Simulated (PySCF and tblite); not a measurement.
The numbers below are computed, except where a source is named.
C₆H₁₀, numbered as in [CH2:1]=[C:2]1[CH2:3][CH2:4][CH2:5][CH2:6]1.

Classical Langevin dynamics with GFN2-xTB (tblite), gas phase: time step 1.5 fs, H mass 4 u, friction 0.005 fs⁻¹, 400 steps to settle and 5000 to sample, one trajectory a temperature from the lowest conformer.

GIAO shieldings at KT2/pcSseg-1 (PySCF) on 10 frames a temperature; like atoms are averaged, and of two unlike H on one atom a is the less shielded at the minimum.

**Question.** How far do thermal motions move the shieldings from their values at the minimum?

**Answer.** 
```csv
signal,σ at minimum (ppm),"Δσ, 300 K","Δσ, 500 K","Δσ, 800 K"
C1,82.6,-0.7 ± 0.9,-2.5 ± 2.1,1.4 ± 2.8
C2,34.4,-3.0 ± 1.4,-5.6 ± 1.8,-6.1 ± 1.9
C3/C6,148.4,-0.3 ± 1.0,-1.8 ± 1.0,-2.2 ± 1.4
C4/C5,153.8,-0.6 ± 0.9,-0.9 ± 0.9,-3.1 ± 1.7
H1,26.40,-0.05 ± 0.10,-0.34 ± 0.23,-0.31 ± 0.14
H3/H6,29.11,-0.13 ± 0.14,-0.47 ± 0.18,-0.62 ± 0.20
H4/H5,29.88,-0.20 ± 0.20,-0.33 ± 0.13,-0.65 ± 0.19
```

Errors are standard errors over frames. Zero-point motion is missing, and a reference compound would move too.

**Question.** What do the single frames at 500 K give for C2?

**Answer.** 
```csv
t (fs),"V above the minimum, tight binding (kcal/mol)","E above it, DFT (kcal/mol)",torsions (°),σ (ppm)
975,15.1,14.6,none,32.8
1725,24.2,23.4,none,36.2
2475,28.3,28.0,none,37.1
3225,17.4,15.2,none,23.2
3975,25.9,24.3,none,25.7
4725,25.5,23.8,none,24.3
5475,15.1,13.7,none,22.3
6225,30.7,29.9,none,27.3
6975,22.8,21.9,none,34.0
7725,24.7,23.9,none,25.0
```

Changes within two standard errors are not significant.

The study took 21 min on 1 thread of Arm Neoverse N1, shared host (rough), peak memory 0.64 GiB, launched as `OMP_NUM_THREADS=1 python ens_run.py task.json out`.
